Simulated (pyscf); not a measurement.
A first-order saddle from PySCF, ωB97X-D3(BJ)/def2-SVP:

```xyz
5

C      0.3689    -0.5168    -0.9097
C      0.1562     0.3444     0.0363
H      0.1739     0.7211    -1.1916
H      0.5678    -1.5673    -1.1664
H      0.0542     0.5122     1.1182
```
Charge 0, spin multiplicity 2.

Surface: doublet, charge 0. Lowest wavenumbers (cm⁻¹): 2179i, 182, 814, 819, 889.

Question: Which two sides does it connect, and which bonds change?

Answer: •HC=CH₂ (SMILES [CH]=C) ⇌ •HC=CH₂ (SMILES [CH]=C), a hydrogen shift read from left to right: C–H broken and C–H formed. At CCSD(T)/def2-TZVPP + ΔMP2(QZVPP) it lies +2.19 eV from the left side and +2.19 eV from the right (each side as separated species at their lowest minima found). This is the saddle that the search found; another between the same sides may lie lower. The CCSD(T) − MP2 part came from Ansatz, without density fitting, on the same reference. A UHF reference is spin-contaminated (<S²> up to 0.96), which harms MP2 most.
